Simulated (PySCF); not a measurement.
Atoms are numbered as in `[CH:1]#[C:2][C:3]#[C:4][CH2:5][NH2:6]` (H(Xn): hydrogen on atom n).

Geometry: GFN2-xTB; GIAO absolute shieldings from PySCF 2.14, gas phase, non-relativistic, averaged over equivalent atoms.

At PBE0/6-31++G** (138 basis functions, 9.1 s wall time on 1 thread of an Arm Neoverse V1, shared host):
```json
{"atoms": "C4", "σ (ppm)": "124.7"}
{"atoms": "C3", "σ (ppm)": "128.5"}
{"atoms": "C2", "σ (ppm)": "130.2"}
{"atoms": "C1", "σ (ppm)": "133.0"}
{"atoms": "C5", "σ (ppm)": "162.7"}
{"atoms": "N6", "σ (ppm)": "244.0"}
{"atoms": "H(C5)", "σ (ppm)": "27.88"}
{"atoms": "H(C1)", "σ (ppm)": "30.65"}
{"atoms": "H(N6)", "σ (ppm)": "31.12"}
```

**Question.** What do these become at X3LYP/def2-SVPD?

**Answer.** 
```csv
atoms,σ at X3LYP/def2-SVPD,change
C4,120.6,-4.1
C3,125.3,-3.2
C2,128.5,-1.7
C1,131.3,-1.7
C5,157.1,-5.6
N6,237.5,-6.5
H(C5),27.91,+0.03
H(C1),30.85,+0.20
H(N6),31.23,+0.11
```

The largest change is at N6 (amine nitrogen). Cost: 160 basis functions, 18 s wall time on 1 thread of an Arm Neoverse V1, shared host. The order of the carbon signals is the same at both levels.
